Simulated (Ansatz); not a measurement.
fcc Ca was calculated with PBEsol (Ansatz, a first-principles code, PAW).

Run with plane-wave cutoff 520 eV, 20×20×20 k mesh, Fermi–Dirac smearing 0.042 eV (set by the program), scalar-relativistic PAW data made under PBE.

Computed at the level's own relaxed cell.

```
CELL_PARAMETERS angstrom
      0.00000     2.72730     2.72730
      2.72730     0.00000     2.72730
      2.72730     2.72730     0.00000
ATOMIC_POSITIONS crystal
  Ca 0.00000 0.00000 0.00000
```

### Question
Give the elastic tensor (Voigt notation, GPa, ions relaxed, in the Cartesian axes of the cell as printed).

### Answer

```
   23.2    15.4    15.4     0.0     0.0     0.0
   15.4    23.2    15.4     0.0     0.0     0.0
   15.4    15.4    23.2     0.0     0.0     0.0
    0.0     0.0     0.0    14.3     0.0     0.0
    0.0     0.0     0.0     0.0    14.3     0.0
    0.0     0.0     0.0     0.0     0.0    14.3
```

Measured, for comparison: elastic constant C44 16 GPa (temperature not stated, not corrected to a static lattice; as tabulated in Jones et al. (2010), arXiv:1012.0803). Computed (rounded) less measured: elastic constant C44 -11 %.
